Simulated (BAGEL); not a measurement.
**B3LYP/6-31G(d) (density fitting with qzvpp-jkfit, spherical functions) run of C3H4NS− (SMILES C=N/C=C\[S-])**

Aim: the energy change on altering one bond length of C3H4NS− at B3LYP/6-31G* (density fitting with qzvpp-jkfit, spherical functions), from 2 runs. 

The calculation is run with BAGEL 1.2.2.

## 1. The molecule

C3H4NS− has 9 atoms, charge -1, and is taken as a singlet. As SMILES, `C=N/C=C\[S-]`. The coordinates come from a GFN2-xTB relaxation. This is one conformer, not always the lowest.

Bond lengths: C1–N2 1.277 Å, N2–C3 1.361 Å, C3–C4 1.366 Å, C4–S5 1.690 Å, C1–H6 1.086 Å, C1–H7 1.087 Å, C3–H8 1.093 Å, C4–H9 1.094 Å. Angles: C1–N2–C3 124.7°, N2–C3–C4 132.6°, C3–C4–S5 131.3°, N2–C1–H6 126.3°, N2–C1–H7 116.8°, N2–C3–H8 111.3°, C4–C3–H8 116.1°, C3–C4–H9 115.1°, S5–C4–H9 113.6°, H6–C1–H7 116.9°.

## 2. A single-point energy at B3LYP/6-31G(d) (density fitting with qzvpp-jkfit, spherical functions)

The input, job.json:

```json
{ "bagel" : [

{
  "title" : "molecule",
  "basis" : "6-31gs.json",
  "df_basis" : "qzvpp-jkfit",
  "angstrom" : true,
  "geometry" : [
    { "atom" : "C", "xyz" : [       0.955470,       0.443140,      -1.237350 ] },
    { "atom" : "N", "xyz" : [      -0.264520,       0.072890,      -1.171850 ] },
    { "atom" : "C", "xyz" : [      -0.910650,      -0.265810,      -0.023340 ] },
    { "atom" : "C", "xyz" : [      -0.511730,      -0.316030,       1.282040 ] },
    { "atom" : "S", "xyz" : [       0.973180,       0.034640,       2.008420 ] },
    { "atom" : "H", "xyz" : [       1.644150,       0.539580,      -0.403110 ] },
    { "atom" : "H", "xyz" : [       1.343300,       0.680100,      -2.224840 ] },
    { "atom" : "H", "xyz" : [      -1.947460,      -0.550600,      -0.220140 ] },
    { "atom" : "H", "xyz" : [      -1.281720,      -0.637900,       1.990160 ] }
  ]
},

{
  "title" : "ks",
  "xc_func" : "b3lyp",
  "charge" : -1
},

{
  "title" : "print",
  "file" : "orbitals.molden",
  "orbitals" : true
}

]}
```

The basis set 6-31G* is read from a file made from the Basis Set Exchange's data (not shown).

Run with:

```sh
$ BAGEL_NUM_THREADS=1 BAGEL job.json > job.out
```

The program printed:

```text
* using 1 threads per process

  ===============================================================
  ===============================================================

  *** Geometry ***

  { "atom" : "C", "xyz" : [      1.805577,      0.837413,     -2.338253 ] },
  { "atom" : "N", "xyz" : [     -0.499870,      0.137742,     -2.214476 ] },
  { "atom" : "C", "xyz" : [     -1.720879,     -0.502308,     -0.044106 ] },
  { "atom" : "C", "xyz" : [     -0.967030,     -0.597210,      2.422704 ] },
  { "atom" : "S", "xyz" : [      1.839044,      0.065460,      3.795364 ] },
  { "atom" : "H", "xyz" : [      3.106993,      1.019658,     -0.761767 ] },
  { "atom" : "H", "xyz" : [      2.538469,      1.285203,     -4.204338 ] },
  { "atom" : "H", "xyz" : [     -3.680166,     -1.040483,     -0.416004 ] },
  { "atom" : "H", "xyz" : [     -2.422100,     -1.205456,      3.760857 ] },

  Number of auxiliary basis functions:      502

  Since a DF basis is specified, we compute 2- and 3-index integrals:
    o Being stored without compression. Storage requirement is 0.027 GB

  Number of basis functions:       82
  Number of electrons      :       45

    * METHOD: MOLECULE                             0.27

  *** Kohn-Sham DFT ***

    * Removing 17386 points whose weight is below 1.00e-10
    * Grid points: 116768

  === Nuclear Repulsion ===
   191.4242464790

       - DIIS with orbital gradients will be used.

  === KS iteration (b3lyp / 6-31gs.json) ===
      0       -535.50447422          0.14717554           0.42
      1       -509.50178968          0.16372174           0.40
      2       -524.06015683          0.16463170           0.41
      3       -555.04963568          0.14037098           0.41
      4       -568.99206614          0.03646756           0.41
      5       -568.52552415          0.03803495           0.41
      6       -569.56870289          0.01055452           0.41
      7       -569.56518752          0.01028620           0.41
      8       -569.64431511          0.00382306           0.40
      9       -569.65069625          0.00164706           0.40
     10       -569.65195944          0.00042808           0.40
     11       -569.65201788          0.00024526           0.40
     12       -569.65204862          0.00002934           0.40
     13       -569.65204902          0.00001185           0.41
     14       -569.65204907          0.00000729           0.40
     15       -569.65204909          0.00000564           0.40
     16       -569.65204910          0.00000252           0.40
     17       -569.65204910          0.00000116           0.40
     18       -569.65204910          0.00000019           0.40
     19       -569.65204910          0.00000007           0.40
     20       -569.65204910          0.00000002           0.40
     21       -569.65204910          0.00000001           0.40
     22       -569.65204910          0.00000001           0.40
    * SCF iteration converged.

    * Permanent dipole moment:
           (    0.405644,     0.047306,     0.595269) a.u.

    * METHOD: KS                                   9.99

    * METHOD: PRINT                                0.02

  ===============================================================
```

Run time: 11 s. Hardware: 1 thread of Arm Neoverse V1, shared host; peak memory 0.46 GiB.

## 3. The distorted shape at the same level

The input, calc.json:

```json
{ "bagel" : [

{
  "title" : "molecule",
  "basis" : "6-31gs.json",
  "df_basis" : "qzvpp-jkfit",
  "angstrom" : true,
  "geometry" : [
    { "atom" : "C", "xyz" : [       1.784887,       0.670963,      -1.079916 ] },
    { "atom" : "N", "xyz" : [       0.564897,       0.300713,      -1.014416 ] },
    { "atom" : "C", "xyz" : [      -0.081233,      -0.037987,       0.134094 ] },
    { "atom" : "C", "xyz" : [       0.317687,      -0.088207,       1.439474 ] },
    { "atom" : "S", "xyz" : [       1.802597,       0.262463,       2.165854 ] },
    { "atom" : "H", "xyz" : [       2.473567,       0.767403,      -0.245676 ] },
    { "atom" : "H", "xyz" : [       2.172717,       0.907923,      -2.067406 ] },
    { "atom" : "H", "xyz" : [      -1.947460,      -0.550600,      -0.220140 ] },
    { "atom" : "H", "xyz" : [      -0.452303,      -0.410077,       2.147594 ] }
  ]
},

{
  "title" : "ks",
  "xc_func" : "b3lyp",
  "charge" : -1
},

{
  "title" : "print",
  "file" : "orbitals.molden",
  "orbitals" : true
}

]}
```

The basis set 6-31G* is read from a file made from the Basis Set Exchange's data (not shown).

Run with:

```sh
$ BAGEL_NUM_THREADS=1 BAGEL calc.json > calc.out
```

The program printed:

```text
* using 1 threads per process

  ===============================================================
  ===============================================================

  *** Geometry ***

  { "atom" : "C", "xyz" : [      3.372948,      1.267936,     -2.040745 ] },
  { "atom" : "N", "xyz" : [      1.067501,      0.568265,     -1.916968 ] },
  { "atom" : "C", "xyz" : [     -0.153508,     -0.071785,      0.253401 ] },
  { "atom" : "C", "xyz" : [      0.600341,     -0.166687,      2.720212 ] },
  { "atom" : "S", "xyz" : [      3.406415,      0.495983,      4.092871 ] },
  { "atom" : "H", "xyz" : [      4.674364,      1.450181,     -0.464260 ] },
  { "atom" : "H", "xyz" : [      4.105840,      1.715726,     -3.906831 ] },
  { "atom" : "H", "xyz" : [     -3.680166,     -1.040483,     -0.416004 ] },
  { "atom" : "H", "xyz" : [     -0.854729,     -0.774933,      4.058364 ] },

  Number of auxiliary basis functions:      502

  Since a DF basis is specified, we compute 2- and 3-index integrals:
    o Being stored without compression. Storage requirement is 0.027 GB

  Number of basis functions:       82
  Number of electrons      :       45

    * METHOD: MOLECULE                             0.27

  *** Kohn-Sham DFT ***

    * Removing 16520 points whose weight is below 1.00e-10
    * Grid points: 117634

  === Nuclear Repulsion ===
   188.5645556967

       - DIIS with orbital gradients will be used.

  === KS iteration (b3lyp / 6-31gs.json) ===
      0       -535.15902764          0.14122318           0.43
      1       -509.74199003          0.15491427           0.39
      2       -518.26770736          0.16633183           0.40
      3       -553.04138699          0.12683238           0.40
      4       -566.06189216          0.06919456           0.40
      5       -565.42914501          0.06313938           0.40
      6       -569.26967046          0.02127568           0.40
      7       -568.84046820          0.02789968           0.40
      8       -569.14883824          0.02788084           0.40
      9       -569.49498987          0.00934352           0.41
     10       -569.53842204          0.00228083           0.40
     11       -569.54075551          0.00034423           0.41
     12       -569.54084683          0.00021471           0.41
     13       -569.54086160          0.00013255           0.41
     14       -569.54087293          0.00002240           0.41
     15       -569.54087320          0.00000553           0.41
     16       -569.54087322          0.00000309           0.40
     17       -569.54087323          0.00000188           0.40
     18       -569.54087323          0.00000054           0.40
     19       -569.54087323          0.00000022           0.40
     20       -569.54087323          0.00000020           0.40
     21       -569.54087323          0.00000002           0.40
     22       -569.54087323          0.00000001           0.40
     23       -569.54087323          0.00000001           0.40
    * SCF iteration converged.

    * Permanent dipole moment:
           (   -0.634568,    -0.234641,     0.376576) a.u.

    * METHOD: KS                                  10.37

    * METHOD: PRINT                                0.02

  ===============================================================
```

Wall time 11 s (1 thread of Arm Neoverse V1, shared host); peak memory 0.46 GiB.

## 4. What came out

Level: B3LYP/6-31G* (density fitting with qzvpp-jkfit, spherical functions).

```
                                                              quantity          value
                                             first shape: total energy  -569.65205 Eh
                                              first shape: HOMO energy        0.13 eV
                                              first shape: LUMO energy        4.15 eV
    first shape: HOMO–LUMO gap (to an unbound level, set by the basis)        4.02 eV
                                         distorted shape: total energy  -569.54087 Eh
                                          distorted shape: HOMO energy       -0.38 eV
                                          distorted shape: LUMO energy        3.32 eV
distorted shape: HOMO–LUMO gap (to an unbound level, set by the basis)        3.70 eV
     energy change with the C3–H8 bond stretched from 1.093 to 1.968 Å       3.025 eV
```

In words: With the C3–H8 bond stretched from 1.093 to 1.968 Å the energy rises by 3.03 eV (292 kJ/mol). The first shape isn't relaxed at this level, so the change isn't measured from a minimum. The HOMO (first shape) lies at positive energy, 0.13 eV, from the functional's self-interaction, a short basis or an electron that isn't bound; only total energies against the neutral tell.
